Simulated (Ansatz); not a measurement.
**[Br···H···N], quartet: the ladder up to UCCSDT(Q)**

Geometry: a point of a hydrogen-transfer path between rigid fragments, not a stationary point.

```xyz
3

Br    0.0000    0.0000   -1.4300
H     0.0000    0.0000    0.0420
N     0.0000    0.0000    1.3880
```

Basis cc-pVTZ; Ansatz 0.2.0. Only valence electrons are correlated (noble-gas cores and the filled d shells of p-block atoms frozen), which leaves 13 electrons in 72 orbitals. R marks a restricted (for open shells ROHF) determinant, U an unrestricted one. Active spaces: valence = (13e, 9o) chosen from the atoms' valence shells. No spin–orbit coupling is included, and no scalar relativity.

Full CI isn't at hand for all of this; UCCSDT(Q) serves as the reference, and is uncertain by about the last step of the cluster series. The frozen core follows each run's orbitals, which can shift R against U totals by a few meV for light atoms and by up to 0.1 eV past Ca.

The UHF ⟨S²⟩ is 3.777. The T1 diagnostic (RCCSD) is 0.0273 and the largest doubles amplitude (RCCSD) is 0.041. The T1 diagnostic (UCCSD) is 0.0153.

Task: From what is known of these methods and the diagnostics, rank them by the size of their error in total energy against UCCSDT(Q) in cc-pVTZ, smallest first (an estimate: the text doesn't fix the numbers).
A. UCCSD
B. UCCSD(T)
C. UCCSDT
D. UMP2
E. UHF

Result: C (0.27 kcal/mol), B (0.95 kcal/mol), A (7.82 kcal/mol), D (29.22 kcal/mol), E (207.31 kcal/mol).

All errors are against UCCSDT(Q) in cc-pVTZ. Within each family the higher level lies nearer, as is usual though not guaranteed.

Natural occupations of CASSCF (valence space) about the gap: 1.995 1.969 1.003 1.000 1.000 0.034; effectively unpaired electrons, Σ n²(2−n)², 3.01.
